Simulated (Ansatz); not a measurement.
A made-up structure of CH2BSi, doublet:

```
5
angstrom
B -0.4116 -0.7828 1.4575
C -0.6160 -0.6069 -0.1431
Si 0.7658 0.6931 0.4302
H -1.2433 -1.0303 -1.0888
H 1.5050 1.7269 -0.6559
```

It is relaxed with PBE-D4/def2-SVP and then PBE0-D4/def2-TZVP (Ansatz 0.2.0). Atoms count as bonded within 1.22 times the sum of their covalent radii (H–H: 0.88 Å). The end point is not checked to be a true minimum.

Does its bonding change? (Judge from chemistry; the calculation decides.)

The calculation gives: No: no bond forms or breaks.

Where it ends: The first stage lowers the energy by 1.07 eV in 9 steps. It ends as CH₂BSi ([B]1[CH][SiH]1):
```
5
angstrom
B -0.3671 -0.6987 1.3020
C -0.5502 -0.5420 -0.1272
Si 0.6835 0.6189 0.3834
H -1.1100 -0.9201 -0.9719
H 1.3438 1.5419 -0.5863
```

Labels in which every atom is bracketed show which atoms are joined, not bond orders.

For scale, one of the runs: PBE0-D4/def2-TZVP relaxation, 111 basis functions, launched by `ansatz run in.yaml --threads 2 --pin off --events-out ev --progress --plain --max-ram 4352MiB`. Hardware: 2 CPU threads of an Intel Xeon 6975P-C, shared host. Wall time about 11 s.
